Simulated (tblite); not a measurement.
Compound: C₃H₄F₃ (doublet state).
Structure used (GFN2-xTB), in Å, numbered top down from 1:
```
atom  x, y, z in Å
C1    -1.4194    0.0788    0.0239
C2    -0.0490    0.6091    0.1483
C3     0.9949   -0.4675   -0.1031
F4     0.8832   -1.0176   -1.3198
F5     2.2440    0.0215   -0.0194
F6     0.9211   -1.4714    0.7809
H7    -2.2268    0.5665    0.5294
H8    -1.6220   -0.7535   -0.6196
H9     0.1519    1.4077   -0.5845
H10    0.1309    1.0309    1.1416
```

Calculated harmonic vibrations of the isolated species, GFN2-xTB (tblite), most abundant isotopes, no scaling. Errors from tens to a few hundred cm⁻¹ against measured bands are possible. One conformer, not necessarily the lowest. Open shells enter through the occupations alone, without spin polarisation, and single modes of such species can be off by tens of per cent.

Harmonic wavenumbers (cm⁻¹): 33.2, 85.0, 205.5, 317.5, 383.0, 458.1, 472.5, 498.5, 571.4, 776.1, 846.7, 969.4, 1034.5, 1074.1, 1142.5, 1163.7, 1184.0, 1297.2, 1384.3, 1408.1, 2835.8, 2963.5, 3155.0, 3205.5.

A = 5330, B = 2898, C = 2842 MHz; mass 97.027 u (most abundant isotopes); point group C1, symmetry number 1; spin multiplicity 2.

Task: What is the zero-point energy?

Result: Half the sum of the wavenumbers: 13733 cm⁻¹ = 164.28 kJ/mol.

Task: Give the ideal-gas entropy at 200 K and 1 bar in the rigid-rotor, harmonic-oscillator model (classical rotation).

Result: Translation 157.61, rotation 105.46, vibration 48.67, spin (R ln 2) 5.76: S = 317.5 J/(mol K).

Task: And Cp and H(200 K) − H(0)?

Result: Cp = 82.25 J/(mol K), of which vibrations give 49.00 (their classical limit is 24 R = 199.5); H(200 K) − H(0) = 11.58 kJ/mol without the zero-point energy, 4.93 from vibrations.

Task: Blend soft modes into free rotors: weight 1/[1 + (100 cm⁻¹/ν̃)⁴] for the oscillator and the rest for a rotor with moment μB/(μ + B), μ = h/(8π²ν), B = 10⁻⁴⁴ kg m². What vibrational entropy results?

Result: 42.46 J/(mol K) in place of 48.67, which changes −T·S at 200 K by +1.24 kJ/mol.

Task: What must be added to the electronic energy to get the Gibbs energy at 200 K and 1 bar?

Result: ZPE + [H(200 K) − H(0)] − T·S = 164.28 + 11.58 − 63.50 = 112.36 kJ/mol.

Task: How do the functions run with temperature in this model?

Result: 
```json
{"T (K)": "50", "S (J/(mol K))": "234.6", "Cp (J/(mol K))": "47.0", "H − H(0) (kJ/mol)": "2.01", "G − H(0) (kJ/mol)": "-9.71", "ln q(vib)": "0.58"}
{"T (K)": "100", "S (J/(mol K))": "270.2", "Cp (J/(mol K))": "57.3", "H − H(0) (kJ/mol)": "4.61", "G − H(0) (kJ/mol)": "-22.41", "ln q(vib)": "1.39"}
{"T (K)": "298.15", "S (J/(mol K))": "354.8", "Cp (J/(mol K))": "105.6", "H − H(0) (kJ/mol)": "20.82", "G − H(0) (kJ/mol)": "-84.96", "ln q(vib)": "4.34"}
{"T (K)": "373.15", "S (J/(mol K))": "380.2", "Cp (J/(mol K))": "121.7", "H − H(0) (kJ/mol)": "29.36", "G − H(0) (kJ/mol)": "-112.53", "ln q(vib)": "5.44"}
{"T (K)": "500", "S (J/(mol K))": "419.1", "Cp (J/(mol K))": "143.6", "H − H(0) (kJ/mol)": "46.25", "G − H(0) (kJ/mol)": "-163.28", "ln q(vib)": "7.28"}
{"T (K)": "750", "S (J/(mol K))": "483.1", "Cp (J/(mol K))": "171.4", "H − H(0) (kJ/mol)": "85.95", "G − H(0) (kJ/mol)": "-276.35", "ln q(vib)": "10.70"}
{"T (K)": "1000", "S (J/(mol K))": "534.9", "Cp (J/(mol K))": "188.4", "H − H(0) (kJ/mol)": "131.07", "G − H(0) (kJ/mol)": "-403.80", "ln q(vib)": "13.79"}
```

q(vib) and H(0) count from the zero-point level.

Hindered rotation and anharmonicity are outside this model. Other conformers, if any are populated, would add a mixing term that is left out. The structure is chiral; the term R ln 2 for an equal mix with its mirror image is left out.

Time: 0.12 s wall. Hardware: Arm Neoverse V2, one thread, shared host. The figure is for the frequency step alone.
